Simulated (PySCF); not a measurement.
All values below come from PBE-D3(BJ)/def2-TZVP // PBE0-D4/def2-TZVP (PySCF 2.14.0). Gas-phase values, no solvent. One relaxed conformer stands for a flexible species; it need not be the lowest. 

Reference species (SMILES): `[CH2]C` (neutral, multiplicity 2).

| Item | Value |
|---|---|
| highest occupied spin orbital | -4.54 eV |

Changed species: `[CH2]SC` (radical fragment; the reference has radical fragment).

Q: Give the shifts of the highest occupied spin orbital.

A: the highest occupied spin orbital goes up by 0.89 eV, to -3.65 eV.
